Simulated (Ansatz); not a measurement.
Total energies of the cluster Na2O⁺ from Ansatz at r2SCAN-D4/def2-TZVP, gas phase (1 Eh = 27.2114 eV = 2625.5 kJ/mol). The reference geometry is relaxed at PBE0-D4/def2-TZVP.

```xyz
3

Na   -0.248    0.721   -1.984
Na    0.248   -0.721    1.984
O     0.000    0.000    0.000
```

| state | geometry | energy (Eh) |
| --- | --- | --- |
| charge 1 doublet | reference | -399.55572 |
| charge 0 singlet | reference | -399.72059 |
| charge 1 quartet | relaxed at PBE0-D4/def2-TZVP | -399.38328 |

Task: Work out the vertical electron affinity, to the singlet.

Result: E(charge 1 doublet) − E(charge 0 singlet) = -399.55572 − (-399.72059) = 0.16487 Eh = 4.49 eV.

Task: Which of the charge 1 states is lowest, and how far above it are the others?

Result: The doublet. quartet: -399.38328 − (-399.55572) = 0.17244 Eh = 452.7 kJ/mol.

The structure comes from a short search, and lower isomers may exist.
